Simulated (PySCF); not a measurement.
One ligand Y is varied and pulled off as a radical: Zn(Cl)1–Y. All species are isolated molecules in the gas phase. One relaxed conformer stands for each flexible species; it need not be the lowest. Multiplicities are imposed; where one is given, others were not computed. Strings in code marks are SMILES.

The highest occupied spin orbital from two functionals at the same geometries (r2SCAN-D4/def2-SVP), both in PySCF: PBE-D3(BJ)/def2-TZVP and B3LYP-D3(BJ)/def2-TZVP. B3LYP has the VWN-RPA correlation part, as in Gaussian. 

```
species                     PBE-D3(BJ)/def2-TZVP (eV)  B3LYP-D3(BJ)/def2-TZVP (eV)
--------------------------  -------------------------  ---------------------------
free radical OH (`[OH]`)                        -7.16                        -8.84
free radical NH2 (`[NH2]`)                      -7.16                        -8.54
free radical CH3 (`[CH3]`)                      -5.38                        -6.45
free radical OCH3 (`C[O]`)                      -5.95                        -7.50
free radical N(CH3)2                            -5.55                        -6.86
free radical SH (`[SH]`)                        -6.12                        -7.17
```

Over these rows, drawn at random from the members with no instability flagged (it was tested for open shells, ions and some series alone), PBE minus B3LYP-D3(BJ): mean +1.34 eV, from +1.05 eV to +1.68 eV.
